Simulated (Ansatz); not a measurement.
## Ansatz (development build ahead of 0.2.0) run

```yaml
crystal:
  periodic: [false, false, false]
  atoms:
    - { symbol: H, position_ang: [0.0, -2.0e-05, -1.2847] }
    - { symbol: B, position_ang: [0.0, 0.0, -0.00534] }
    - { symbol: O, position_ang: [0.0, 2.0e-05, 1.29003] }
basis:
  gaussian: { orbitals: def2-SVP }
magnetization:
  spin_polarized: true
hamiltonian:
  xc: hf
correlation:
  method: ccsd_t
  frozen_orbitals: { B: 1, H: 0, O: 1 }
scf:
  omitted_lower_state_checks: [starts, atomic_configurations, cluster_reference, orbital_swaps, given_window_search, neighbouring_geometries, increment]
```

The input is written out in the form of the current development build from the run's settings.

Output:

```
Converged          : yes
Reference energy   : -100.06320 hartree
Correlation energy : -0.29535 hartree
Total energy       : -100.35856 hartree
Stability test     : minimum
```
